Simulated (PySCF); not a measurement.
```xyz
6
charge 1 multiplicity 1, angstrom
S     0.0000    0.0000   -0.0154
H     0.0000    0.0000    1.3366
H     1.3895    0.0000   -0.2123
H     0.0000    1.3895   -0.2123
H    -1.3895    0.0000   -0.2123
H     0.0000   -1.3895   -0.2123
```

All numbers come from PySCF, PBE0, basis S def2-TZVP, H def2-TZVP (no relativity, density fitting).

This geometry of SH₅⁺ is a stationary point at this level.

**Question.** What is the point group?

**Answer.** C4v.

**Question.** Is it a minimum?

**Answer.** Yes: all harmonic wavenumbers are real.

**Question.** Which band is strongest in the infrared?

**Answer.** 2664 cm⁻¹ (a1), 125 km/mol.

**Question.** Give the ideal-gas entropy at 298.15 K and 1 bar by parts.

**Answer.** translation 153.9, rotation 60.3, vibration 6.2, spin 0.0; total 220.3 J/(mol K).

This need not be the most stable arrangement of these atoms.
